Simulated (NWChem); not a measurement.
# Correlation energy of O (+1)

```
O
```
Charge +1, spin multiplicity 4.

The numbers come from NWChem runs, not from measurements.

Basis set: def2-QZVP. Each correlation energy counts from its own Hartree-Fock reference.

The correlated methods keep 1 core orbital frozen. The stability of the SCF solutions was not checked. Open-shell Hartree-Fock references start from PBE0 orbitals. Coupled-cluster values serve here as a point of comparison, not as the truth.

Question: One of these methods gave a correlation energy of -105.9 mHa. Which?
A) SCS-UMP2
B) CCSD[T] on ROHF
C) CCSD on ROHF
D) UMP2

Answer: D, UMP2. The others give -100.2 (SCS-UMP2), -124.0 (CCSD on ROHF), -126.1 (CCSD[T] on ROHF).
